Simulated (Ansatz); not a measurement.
Relaxation of BH6Si2 (9 atoms, charge -1, multiplicity 1), to a largest force component of 0.02 eV/Å in at most 40 steps.

These are results of RKS PBE/def2-SVP (Ansatz), not measurements.

```xyz
9
Properties=species:S:1:pos:R:3
B -0.654 0.697 -1.325
Si 0.534 0.658 0.155
Si 0.329 -1.167 1.502
H -0.454 0.073 -2.321
H -1.782 1.069 -1.197
H 0.445 1.823 1.102
H 2.004 0.686 -0.154
H -1.139 -1.486 1.576
H 0.717 -2.352 0.662
```

Question: Where does it end, and by what steps?

Answer: It converged. Limits of this set-up: an anion without diffuse functions, the dipole of an ion depends on the origin. After 18 steps the energy has fallen by 0.881 eV; H8 moved furthest, 1.62 Å. Joined: B1–H8.

```csv
step,energy less start (eV),largest force component (eV/Å),accepted
0,0.0000,1.097,yes
1,-0.2768,0.340,yes
2,-0.3493,0.287,yes
3,-0.4007,0.364,yes
4,-0.4471,0.276,yes
5,-0.4611,0.130,yes
6,-0.4490,0.327,no
7,-0.4677,0.035,yes
8,-0.4743,0.081,yes
9,-0.4866,0.166,yes
10,-0.5199,0.303,yes
11,-0.6091,0.445,yes
12,-0.7497,0.651,yes
13,-0.8194,0.431,yes
14,-0.6897,2.136,no
15,-0.8645,0.361,yes
16,-0.8780,0.120,yes
17,-0.8796,0.098,yes
18,-0.8805,0.011,yes
```

```xyz
9
Properties=species:S:1:pos:R:3
B -0.811 0.086 -0.659
Si 0.789 0.806 0.337
Si -0.070 -1.131 1.354
H -0.590 -0.366 -1.781
H -1.843 0.741 -0.505
H 0.683 2.125 1.078
H 2.158 0.783 -0.315
H -1.181 -1.036 0.018
H 0.866 -2.007 0.472
```

Run time: 30 s on 1 thread of Arm Neoverse V1 (shared host), peak memory 0.1 GiB.
